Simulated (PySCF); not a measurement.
Compound: C4H3ClF (doublet state).
Geometry (GFN2-xTB, Å), atoms numbered from 1 in this order:
```
atom  x, y, z in Å
C1     1.6281   -0.0351    0.1951
C2     0.3053    0.1008    0.0036
C3    -0.8422    0.8422   -0.0290
Cl4   -1.6499    2.2683    0.2694
C5    -0.9870   -0.5889   -0.3250
F6    -1.5573   -1.4197    0.6185
H7     2.1001   -0.9980    0.1222
H8     2.2427    0.8158    0.4299
H9    -1.2264   -0.9793   -1.3099
```

The species is `C=C1[C](Cl)[C@@H]1F` [radical].

Method: UKS B3LYP, pcH-1 on C Cl F H, non-relativistic, mean-field spin-orbit, GIAO (PySCF 2.14.0). Isolated species at its GFN2-xTB geometry, gas phase. Couplings are sensitive to structure, and on GFN2-xTB geometries they can be far from those on DFT ones. No stability test was run, so a lower SCF solution isn't excluded.

Problem. The isotropic 13C couplings are +75.7, +52.0, -49.4, -8.3 MHz. Assign them to C1; C2; C3; C5.

Solution. 
```json
{"site": "C1", "a_iso (MHz)": "+52.0", "ρ(0) (bohr⁻³)": "+0.0464", "position": "largest spin population", "distance from C1 (Å)": "0.00", "spin population": "+0.67", "largest |T| (MHz)": "100.1"}
{"site": "C2", "a_iso (MHz)": "-49.4", "ρ(0) (bohr⁻³)": "-0.0439", "position": "1 bond from C1", "distance from C1 (Å)": "1.34", "spin population": "-0.23", "largest |T| (MHz)": "27.2"}
{"site": "C3", "a_iso (MHz)": "+75.7", "ρ(0) (bohr⁻³)": "+0.0670", "position": "a main spin site", "distance from C1 (Å)": "2.63", "spin population": "+0.52", "largest |T| (MHz)": "95.7"}
{"site": "C5", "a_iso (MHz)": "-8.3", "ρ(0) (bohr⁻³)": "-0.0074", "position": "1 bond from C3", "distance from C1 (Å)": "2.72", "spin population": "-0.02", "largest |T| (MHz)": "3.8"}
```

ρ(0) is the spin density at the nucleus and T the dipolar tensor; a_iso includes a spin–orbit part. The Mulliken spin populations are largest on C1 (+0.67), C3 (+0.52), C2 (-0.23) and Cl4 (+0.07). The positive populations add up to 1.30 and the negative ones to -0.30, together 2S = 1. The angles at C1 add up to 360.0°, so it is planar; its axial dipolar tensor and the negative couplings of its protons fit spin in a p orbital normal to that plane. Main spin sites, with 60 % or more of the largest population: C1, C3; positions count bonds from the nearest.

C3, the radical centre as drawn in `C=C1[C](Cl)[C@@H]1F`, holds a spin population of +0.52 out of 1.
